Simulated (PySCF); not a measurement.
**BH3O (BH2(OH)): FCI/STO-3G**

What is the energy change on altering one bond length of BH3O (BH2(OH)) at FCI/STO-3G? The job is set up through a Python script.

The calculation is run with PySCF 2.14.0.

8 further runs of the same task are left out: 8 set aside as unsound or not needed.

### Step 1. The system as given

The species is BH3O (5 atoms), meant as a singlet with charge 0. As SMILES, `[H]B([H])O`. The coordinates come from a GFN2-xTB relaxation.

Bond lengths: B1–O4 1.325 Å, B1–H2 1.172 Å, B1–H3 1.182 Å, O4–H5 0.958 Å. Angles: B1–O4–H5 117.9°, H2–B1–O4 115.8°, H3–B1–O4 122.8°, H2–B1–H3 121.4°.

### Step 2. The energy at FCI/STO-3G

File run.py:

```python
# BH2(OH)
from pyscf import gto, mcscf
from pyscf import fci

mol = gto.M(
    atom='''
B        0.270970       0.302480      -0.108500
H        1.403550       0.390040      -0.395610
H       -0.432910       1.251360      -0.080700
O       -0.159420      -0.918700       0.174490
H       -1.082200      -1.025180       0.410320
''',
    verbose=3,
    spin=0,
    basis='sto-3g',
    charge=0,
    max_memory=1860,
)

hf = mol.RHF()
hf.conv_tol = 1e-10
hf.kernel()
if not hf.converged:
    hf = hf.newton().run(hf.mo_coeff, hf.mo_occ)

cas = mcscf.CASCI(hf, hf.mo_coeff.shape[-1] - 2, (mol.nelec[0] - 2, mol.nelec[1] - 2))  # full CI above the frozen core
cas.fcisolver = fci.direct_spin0.FCI(mol)  # even spin states alone
cas.kernel()
print('<S^2> = %.4f' % cas.fcisolver.spin_square(cas.ci, cas.ncas, cas.nelecas)[0])
e_tot = cas.e_tot
print('E(%s) = %.9f' % ('FCI', e_tot))
```

On the command line:

```
$ OMP_NUM_THREADS=1 python run.py
```

The log of the run:

```text
converged SCF energy = -99.9843806969804
CASCI E = -100.092404994779  E(CI) = -37.5197588659742  S^2 = 0.0000000
<S^2> = 0.0000
E(FCI) = -100.092404995
```

Wall time 2.2 s (1 thread of Arm Neoverse V2, shared host); peak memory 0.16 GiB.

### Step 3. The distorted shape, same level

File job.py:

```python
from pyscf import gto, mcscf
from pyscf import fci

mol = gto.M(
    atom='''
B    0.357035   0.546678  -0.165089
H    1.489615   0.634238  -0.452199
H   -0.346845   1.495558  -0.137289
O   -0.159420  -0.918700   0.174490
H   -1.082200  -1.025180   0.410320
''',
    verbose=4,
    charge=0,
    max_memory=1860,
    basis='sto-3g',
)

mf = mol.RHF()
mf.conv_tol = 1e-10
mf.kernel()
if not mf.converged:
    mf = mf.newton().run(mf.mo_coeff, mf.mo_occ)

cas = mcscf.CASCI(mf, mf.mo_coeff.shape[-1] - 2, (mol.nelec[0] - 2, mol.nelec[1] - 2))  # full CI above the frozen core
cas.fcisolver = fci.direct_spin0.FCI(mol)  # even spin states alone
cas.kernel()
print('<S^2> = %.4f' % cas.fcisolver.spin_square(cas.ci, cas.ncas, cas.nelecas)[0])
etot = cas.e_tot
print('E = %.10f Eh' % etot)
```

On the command line:

```
$ OMP_NUM_THREADS=1 python job.py
```

The log of the run:

```text
PySCF version 2.14.0

[INPUT] num. atoms = 5
[INPUT] num. electrons = 16
[INPUT] charge = 0
[INPUT] spin (= nelec alpha-beta = 2S) = 0
[INPUT] symmetry False subgroup None
[INPUT] Mole.unit = angstrom
[INPUT] Symbol           X                Y                Z      unit          X                Y                Z       unit  Magmom
[INPUT]  1 B      0.357035000000   0.546678000000  -0.165089000000 AA    0.674698366884   1.033071698325  -0.311972996178 Bohr   0.0
[INPUT]  2 H      1.489615000000   0.634238000000  -0.452199000000 AA    2.814964381044   1.198536117792  -0.854532263802 Bohr   0.0
[INPUT]  3 H     -0.346845000000   1.495558000000  -0.137289000000 AA   -0.655442057675   2.826195023402  -0.259438609915 Bohr   0.0
[INPUT]  4 O     -0.159420000000  -0.918700000000   0.174490000000 AA   -0.301260138778  -1.736091390638   0.329738311475 Bohr   0.0
[INPUT]  5 H     -1.082200000000  -1.025180000000   0.410320000000 AA   -2.045061612004  -1.937309428382   0.775392423432 Bohr   0.0

nuclear repulsion = 27.5789474546117
number of shells = 9
number of NR pGTOs = 39
number of NR cGTOs = 13
basis = sto-3g
ecp = {}

******** <class 'pyscf.scf.hf.RHF'> ********
method = RHF
initial guess = minao
damping factor = 0
level_shift factor = 0
DIIS = <class 'pyscf.scf.diis.CDIIS'>
diis_start_cycle = 1
diis_space = 8
diis_damp = 0
SCF conv_tol = 1e-10
SCF conv_tol_grad = None
SCF max_cycles = 50
direct_scf = True
direct_scf_tol = 1e-13
Set gradient conv threshold to 1e-05
Initial guess from minao.
init E= -99.6403357358582
  HOMO = -0.327410318299427  LUMO = 0.154557533596655  gap/eV = 13.11501
cycle= 1 E= -99.8440096421116  delta_E= -0.204  |g|= 0.471  |ddm|=  2.3
  HOMO = -0.23105850912571  LUMO = 0.22953206064813  gap/eV = 12.53331
cycle= 2 E= -99.9178894956997  delta_E= -0.0739  |g|= 0.208  |ddm|= 0.85
  HOMO = -0.374404677837852  LUMO = 0.25834649925354  gap/eV = 17.21804
cycle= 3 E= -99.9327605407837  delta_E= -0.0149  |g|= 0.0324  |ddm|= 0.269
  HOMO = -0.37870974360912  LUMO = 0.255338405574623  gap/eV = 17.25333
cycle= 4 E= -99.9334117830614  delta_E= -0.000651  |g|= 0.00645  |ddm|= 0.067
  HOMO = -0.376502226176889  LUMO = 0.256533175317853  gap/eV = 17.22577
cycle= 5 E= -99.9334586479823  delta_E= -4.69e-05  |g|= 0.00315  |ddm|= 0.0163
  HOMO = -0.377349418699649  LUMO = 0.256512217179344  gap/eV = 17.24825
cycle= 6 E= -99.9334720327817  delta_E= -1.34e-05  |g|= 0.000278  |ddm|= 0.0143
  HOMO = -0.377442158974764  LUMO = 0.256577001520556  gap/eV = 17.25254
cycle= 7 E= -99.933472082829  delta_E= -5e-08  |g|= 5.3e-05  |ddm|= 0.000701
  HOMO = -0.377447587527372  LUMO = 0.256569663391734  gap/eV = 17.25249
cycle= 8 E= -99.933472085607  delta_E= -2.78e-09  |g|= 1.04e-05  |ddm|= 0.000219
  HOMO = -0.377451034136764  LUMO = 0.256570956575583  gap/eV = 17.25262
cycle= 9 E= -99.9334720856923  delta_E= -8.52e-11  |g|= 1.57e-06  |ddm|= 3.42e-05
  HOMO = -0.377450350609452  LUMO = 0.256570682353459  gap/eV = 17.25259
Extra cycle  E= -99.9334720856939  delta_E= -1.65e-12  |g|= 6.49e-07  |ddm|= 3.08e-06
converged SCF energy = -99.9334720856939

******** <class 'pyscf.mcscf.casci.CASCI'> ********
CAS (6e+6e, 11o), ncore = 2, nvir = 0
natorb = False
canonicalization = True
sorting_mo_energy = False
******** <class 'pyscf.fci.direct_spin0.FCISolver'> ********
max. cycles = 100
conv_tol = 1e-10
davidson only = False
linear dependence = 1e-14
level shift = 0.001
max iter space = 12
nroots = 1
pspace_size = 400
spin = None
Density matrix diagonal elements [1.99031726 1.97597117 1.9744436  1.9718069  1.97181453 1.93663387
 0.06644687 0.04359767 0.02635514 0.02171716 0.02089583]
CASCI converged
CASCI E = -100.049479931966  E(CI) = -35.8674084291810  S^2 = 0.0000000
<S^2> = 0.0000
E = -100.0494799320 Eh
```

Run time: 2.4 s. Hardware: 1 thread of Arm Neoverse V2, shared host; peak memory 0.16 GiB.

### Step 4. Results

At FCI/STO-3G, 2 core orbitals frozen:

| quantity | value |
| --- | --- |
| first shape: total energy | -100.09240 Eh |
| first shape: dipole moment (Hartree–Fock density) | 1.64 D |
| first shape: HOMO energy (Hartree–Fock orbitals) | -10.63 eV |
| first shape: LUMO energy (Hartree–Fock orbitals) | 8.52 eV |
| first shape: HOMO–LUMO gap (Hartree–Fock orbitals) | 19.15 eV |
| first shape: correlation energy (2 core orbitals frozen) | -108.0 mEh |
| distorted shape: total energy | -100.04948 Eh |
| distorted shape: dipole moment (Hartree–Fock density) | 1.33 D |
| distorted shape: HOMO energy (Hartree–Fock orbitals) | -10.27 eV |
| distorted shape: LUMO energy (Hartree–Fock orbitals) | 6.98 eV |
| distorted shape: HOMO–LUMO gap (Hartree–Fock orbitals) | 17.25 eV |
| distorted shape: correlation energy (2 core orbitals frozen) | -116.0 mEh |
| energy change with the B1–O4 bond stretched from 1.325 to 1.590 Å | 1.168 eV |

**Reading.** With the B1–O4 bond stretched from 1.325 to 1.590 Å the energy rises by 1.17 eV (113 kJ/mol). The first shape isn't relaxed at this level, so the change isn't measured from a minimum. The minimal basis adds a large error of its own. Mulliken charges (first shape) of the mean-field density run from -0.35 on O4 to +0.29 on B1; they depend strongly on the basis. Mulliken charges (distorted shape) of the mean-field density run from -0.35 on O4 to +0.29 on B1.
